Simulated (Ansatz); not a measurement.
# Sn2 substitution

Start structure (CH$_{3}$ClF (charge -1), closed shell), relaxed at PBE0-D4/def2-TZVPD:

```tsv
atom	x (Å)	y (Å)	z (Å)
Cl1	-1.6807	-0.6034	1.1403
C2	-0.2108	-0.0760	0.1424
F3	1.7473	0.6288	-1.1827
H4	-0.1241	-0.7544	-0.6942
H5	-0.3883	0.9366	-0.1902
H6	0.6566	-0.1317	0.7843
```

The step: [CH₃Cl ([CH3][Cl]) + F]⁻ → [CH₃F ([CH3][F]) + Cl]⁻; bonds formed: C2–F3; bonds broken: Cl1–C2. Program: Ansatz 0.2.0. Basis: def2-TZVPPD and def2-QZVPPD. Cores are frozen in the correlated methods. Extrapolation: Hartree–Fock as exp(−7.88 √X), correlation as X^−2.97. Energies below are by CCSD(T) at an estimated basis limit (MP2 extrapolated from triple and quadruple zeta, plus CCSD(T) − MP2 in triple zeta).

(1) What are the electronic barrier and the energy of the step, from the start structure to the end structure? (An estimate is asked for; the value comes from the calculation.)

The T1 diagnostic stays at or below 0.019.

Answers

(1) By the calculation: Barrier 13.4 kJ/mol; step energy -110.3 kJ/mol (downhill); reverse barrier, their difference, 123.7 kJ/mol. Barrier and step energy count from the start structure, the reverse barrier from the end structure.

The saddle point: One imaginary mode of 389i cm⁻¹.
| pair | start (Å) | saddle (Å) | end (Å) |
| --- | --- | --- | --- |
| C2–F3 | 2.47 | 2.06 | 1.41 |
| Cl1–C2 | 1.85 | 2.08 | 3.21 |

Zero-point energy (harmonic, PBE0-D4): ZPE is 99.4 kJ/mol at the start and 99.1 kJ/mol at the saddle, so the barrier goes from 13.4 to 13.1 kJ/mol.

First-order rate constant out of the start structure at 898 K by transition-state theory, with harmonic vibrational free energies alone and no tunnelling: ΔA‡ = 30.9 kJ/mol, so k = (kB T/h) exp(−ΔA‡/kB T) ≈ 10^11 s⁻¹ (an order of magnitude at best: rotation, the number of equivalent paths and anharmonicity are left out).

Labels in which every atom is bracketed show which atoms are joined, not bond orders.

For scale, one of the runs: CCSD(T)/def2-TZVPPD, 179 basis functions, launched by `ansatz run in.yaml --threads 2 --pin off --events-out ev --progress --plain --max-ram 4352MiB`. The run took 39 s on 2 CPU threads of an Arm Neoverse V2 (shared host), with 1.7 GiB of host memory at its peak.
